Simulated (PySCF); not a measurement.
One molecule, many functionals

Species: nitryl fluoride, FNO2.
Z-matrix (Å and degrees, PBE0-D3(BJ)/def2-SVP geometry), rows numbered from 1:
```
O 
N   1  1.1722
O   2  1.1723  1  134.88
F   2  1.4280  1  112.54  3  -179.99
```

Linear-response calculations in the def2-SVPD basis (PySCF; singlets by full response, triplets Tamm–Dancoff, core orbitals frozen in the response; HF means time-dependent Hartree–Fock). 'Strongest' is the level of largest summed f among the singlets computed (10 roots, of which the last may lack a degenerate partner); it can jump between rows when another state enters that window. S1 is the lowest singlet of each run and needn't be the same state throughout; f(S1) is that of one state. Isolated species at its PBE0-D3(BJ)/def2-SVP geometry, gas phase.

```csv
functional,kind,S1 (eV),f(S1),strongest (eV),T1 (eV),HOMO (eV),gap (eV),"ionisation energy, ΔSCF (eV)"
LDA,LDA,4.90,0.000,9.88,4.44,-8.83,4.66,13.29
PBE,GGA,4.94,0.000,8.49,4.41,-8.61,4.74,12.99
B3LYP,"global hybrid, 20% exact exchange",5.07,0.000,10.30,4.53,-10.30,7.10,13.56
PBE0,"global hybrid, 25% exact exchange",5.16,0.000,10.56,4.58,-10.58,7.73,13.56
BHandHLYP,"global hybrid, 50% exact exchange",5.29,0.000,11.26,4.25,-12.53,10.78,13.74
CAM-B3LYP,range-separated hybrid,5.09,0.000,10.55,4.48,-12.13,10.42,13.79
wB97X-D,range-separated hybrid,5.13,0.000,10.66,4.63,-12.56,11.56,13.69
LC-wPBE,range-separated hybrid,5.07,0.000,10.73,4.45,-13.41,13.02,13.88
HF,Hartree–Fock,5.74,0.000,7.66,3.82,-14.77,16.20,not settled
```

S1 runs from 4.90 eV (LDA) to 5.74 eV (HF), a spread of 0.85 eV, while the orbital gap spreads over 11.5 eV. Along PBE (0%), B3LYP (20%), PBE0 (25%), BHandHLYP (50%), HF (100%) S1 rises with the share of exact exchange. −ε(HOMO) comes closest to its own ΔSCF ionisation energy with LC-wPBE (-0.47 eV) and misses most with LDA (-4.46 eV). 'Not settled' means that the ion's SCF failed to converge or may have ended in another state than the lowest.
